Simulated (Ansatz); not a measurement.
## SiH2, triplet in cc-pVDZ: errors against full CI

Geometry: a point of a bend scan, not a stationary point.

```xyz
3

Si    0.0000   -0.0821    0.0000
H     0.0000    1.1433   -0.8406
H     0.0000    1.1433    0.8406
```

Basis cc-pVDZ; Ansatz 0.2.0. Correlated methods freeze the noble-gas cores, which leaves 6 electrons in 23 orbitals. R marks a restricted (for open shells ROHF) determinant, U an unrestricted one. Active spaces: pair = (4e, 4o) about the gap; valence = (6e, 6o) chosen from the atoms' valence shells.

Full CI is exact within this basis and frozen core; it isn't the basis-set limit. The frozen core follows each run's orbitals, which can shift R against U totals by a few meV.

For open shells CISD is restricted-active-space CI with the open shells as a complete middle space.

* UHF ⟨S²⟩: 2.010
* T1 diagnostic (RCCSD): 0.0238
* largest doubles amplitude (RCCSD): 0.064
* T1 diagnostic (UCCSD): 0.0197

```
                   level  E − E(full CI) (kJ/mol)  share of correlation (%)  wall time
                     RHF                    273.5                      0.00          –
                     UHF                    268.4                      1.85          –
                    RMP2                     69.2                     74.71          –
                    UMP2                     68.5                     74.95          –
                    CISD                     14.5                     94.68     0.66 s
                   RCCSD                      8.3                     96.95          –
                   UCCSD                      8.3                     96.97          –
                RCCSD(T)                      2.1                     99.25     0.54 s
                UCCSD(T)                      2.1                     99.25     0.48 s
                 BCCD(T)                      2.1                     99.22     0.66 s
                  RCCSDT                      0.1                     99.96          –
                  UCCSDT                      0.1                     99.97          –
               RCCSDT(Q)                      0.0                     99.99        3 s
               UCCSDT(Q)                      0.0                    100.02      2.7 s
  CASSCF (valence space)                    175.9                     35.68          –
  NEVPT2 (valence space)                     54.6                     80.05     0.39 s
  MRCISD (valence space)                      7.1                     97.40          –
MRCISD+Q (valence space)                      0.1                     99.97     0.75 s
```

The correlation energy at full CI, counted from RHF, is -2.834 eV. That run took 3.2 s on 1 thread of Arm Neoverse V1, shared host over 781,936 determinants.

Run but not shown, since their state or frozen core can't be matched to the reference's or they repeat it: CASSCF (pair space), NEVPT2 (pair space), MRCISD (pair space), MRCISD+Q (pair space).

Times hold each run's SCF and search for its determinant on a shared host, so for small cases they say little of a method's own cost; they ran on 1 thread of Arm Neoverse V1.

The full-CI state has the irrep B1 of C2v, in the program's axes.

Natural occupations of full CI about the gap: 1.951 1.930 0.997 0.987 0.044 0.024 0.011 0.010 0.009 0.009; effectively unpaired electrons, Σ n²(2−n)², 2.04.
